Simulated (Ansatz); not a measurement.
Two isomers of C3H3ClO: A = `ClC1=CCO1`, B = `C=C=C(O)Cl`.

Program: Ansatz. Geometries: PBE0-D4/def2-TZVP. ΔE: electronic, gas phase. CCSD(T)/CBS adds triple-zeta CCSD(T) − MP2 to the extrapolated MP2 energy (def2 sets, frozen cores). DFT in def2-TZVPP. B3LYP here is the variant with VWN-RPA as its local correlation; programs differ in this. One conformer a species, not always the lowest.

Q: Which is lower in electronic energy at CCSD(T)/CBS, and by how much? (Estimate.)

A: The calculation gave: A, by 0.7 kcal/mol.

Q: Give E(B) − E(A) in kcal/mol with B3LYP-D4, HF/def2-TZVPP, BLYP-D4, CCSD/def2-TZVPP, PBE0-D4, ωB97M-V, MP2/def2-TZVPP. (An estimate is asked.)

A: The calculation gave: B3LYP-D4 -2.9, HF/def2-TZVPP -1.9, BLYP-D4 -4.7, CCSD/def2-TZVPP 1.0, PBE0-D4 2.4, ωB97M-V 1.0, MP2/def2-TZVPP 3.8. The order is the other way round with B3LYP-D4, HF/def2-TZVPP, BLYP-D4.

Q: Does the order hold for the free energy at 298.15 K (harmonic terms from PBE0-D4)? (An estimate is asked.)

A: Ansatz gave: No: G(B) − G(A) = -1.6 kcal/mol, for one conformer each.

Largest T1 diagnostic: 0.013.

From PBE to PBE0 (25 % exact exchange), in def2-TZVPP and without D4, E(B) − E(A) moves by +1.8 kcal/mol. Leaving LDA and LC-ωPBE aside and taking each functional with its dispersion term where it has one, the values, not all of them listed here, spread over 9.2 kcal/mol, from BLYP-D4 to PBE-QIDH. LDA lies +3.1 kcal/mol from PBE without D4.
